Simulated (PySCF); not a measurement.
Gas-phase reaction: BH₂F + BF + F₂ ⇌ 2 BHF₂

Computed with PySCF (xtb for GFN2) and rigid-rotor harmonic-oscillator thermochemistry at 1 bar. † marks an energy on the PBE0/def2-TZVP geometry and frequencies; other levels use their own. CCSD(T) freezes the core. 6-31G* has spherical d functions here. All species are closed-shell singlets. BH₂F: computed as isolated molecules; such fragments, hydroxides, amides, oligomers or adducts are transient or little studied in the gas. CCSD(T) isn't extrapolated to the basis-set limit.

```
level               ΔH°(298 K), kJ
------------------  --------------
CCSD(T)/def2-SVP†              [?]
GFN2-xTB                      -954
HF/6-31G*                    -1095
HF/def2-TZVP†                  [?]
PBE/def2-SVP                 -1058
PBE0/def2-QZVP†              -1069
PBE0/def2-SVP†                 [?]
PBE0/def2-TZVP               -1067
ωB97M-V/def2-TZVP†             [?]
```

Q: Complete the blanks.

A: 
- CCSD(T)/def2-SVP†, ΔH°(298 K), kJ: -1055
- HF/def2-TZVP†, ΔH°(298 K), kJ: -1093
- PBE0/def2-SVP†, ΔH°(298 K), kJ: -1093
- ωB97M-V/def2-TZVP†, ΔH°(298 K), kJ: -1051
